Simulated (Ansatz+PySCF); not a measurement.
A calculation with PySCF 2.14.0.

```python
from pyscf import gto, scf, cc

mol = gto.M(atom="""
Mg 2.644220 0.000000 1.851500
Li 0.000000 0.000000 0.000000
Si -2.349330 0.000000 1.645020
""", basis='sto-3g', charge=-1, spin=0)
mf = scf.UHF(mol)
mf.kernel()
mycc = cc.CCSD(mf, frozen=11).run()
et = mycc.ccsd_t()
print(mf.e_tot, mycc.e_corr, et, mycc.e_tot + et)
```

The script is written out from the run's settings.

Output:

| Property | Result |
| --- | --- |
| Converged | yes |
| Reference energy | -489.67891 hartree |
| CCSD correlation energy | -0.13126 hartree |
| Triples correction | -0.00992 hartree |
| Total energy | -489.82009 hartree |
| Spin squared of the determinant | 0.000 |

This is not the lowest solution: another run reaches a determinant 1.16 eV lower. Caution: large share of triples, a single reference is doubtful; no diffuse functions for an anion; another reference gives a lower total.
